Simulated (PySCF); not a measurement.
CH2, SMILES [CH2], multiplicity 3. Geometry optimised at B3LYP-D3(BJ)/def2-TZVPD. The isomer is the one that the SMILES or the coordinates give; other isomers of the formula were not compared.

These are B3LYP-D3(BJ)/def2-TZVPD (PySCF) values and carry that method's errors.

Harmonic wavenumbers (cm⁻¹): 1054, 3125, 3363. Rotational constants (GHz): 1725, 252.4, 220.2; symmetry number 2.

**Question.** Work out the zero-point energy and the ideal-gas rigid-rotor harmonic-oscillator thermochemistry at 298.15 K and 1 atm.

**Answer.** ZPE = ½ Σ hcν = ½ × 7543 cm⁻¹ = 10.78 kcal/mol. H − E(el) = 13.17 kcal/mol. Entropy in cal/(mol K): translation 33.86, rotation 10.51, vibration 0.08, spin 2.18, total 46.64. G − E(el) = -0.73 kcal/mol. Cp = 8.27 cal/(mol K).
